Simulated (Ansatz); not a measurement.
**Relaxing Cs3C2**

Level of theory: DFT PBE, scalar-relativistic, plane waves, PAW in Ansatz. Cutoff 420 eV, Γ-centred k mesh, Gaussian smearing, collinear spin, first started from parallel moments.

The start puts Cs3C2 on the sites of a reported La2O3 cell (P321, No. 150), with C in place of La, Cs in place of O, at a guessed volume.

```yaml
crystal:
  lattice:
    - [4.72835, 0.00000, 0.00000]
    - [-2.36417, 4.09487, 0.00000]
    - [0.00000, 0.00000, 7.36323]
  atoms:
    - { symbol: Cs, position: [0.25000, 0.25000, 0.00000] }
    - { symbol: Cs, position: [0.75000, 0.00000, 0.00000] }
    - { symbol: Cs, position: [0.00000, 0.75000, 0.00000] }
    - { symbol: C, position: [0.33333, 0.66667, 0.25000] }
    - { symbol: C, position: [0.66667, 0.33333, 0.75000] }
```

Cell and atoms relax at zero pressure; the relaxation can't lower the symmetry of the start. After a coarse first stage the cell is made exact in the group found at 0.06 Å.

Formation energies are uncorrected and refer to the elements' standard structures at the same level.

(1) Describe the relaxed structure.

(2) What are its volume, energy, gap and moment?

Results:

(1) It ends in P-62m (No. 189). Conventional cell: a = 8.256 Å, c = 4.308 Å. Cs has 4 C at 3.32 Å; C is coordinated by 6 Cs at 3.32 Å.

Space group P-62m (No. 189). a = 8.256 Å, b = 8.256 Å, c = 4.308 Å, α = 90.00°, β = 90.00°, γ = 120.00°
```tsv
atom	site	symmetry	x	y	z
Cs	3g	m2m	0.3962	0.3962	0.5000
C	2c	-6..	0.3333	0.6667	0.0000
```

(2) The volume per atom is 50.86 Å³ and the density is 2.76 g/cm³. The energy over the elements is 1.78 eV/atom and the gap on the 6×6×10 mesh is 0 eV (a metal). The net moment per atom is 1.01 μB. The largest site moment is 2.13 μB.

The final run used a 6×6×10 mesh on its 5-atom cell and 0.10 eV smearing. For metals, differences of a few meV/atom aren't resolved. A structure relaxed within its symmetry needn't be a true minimum.

Cost: 4 runs of about 17 core-minutes in all, on Arm Neoverse V2 (shared hosts).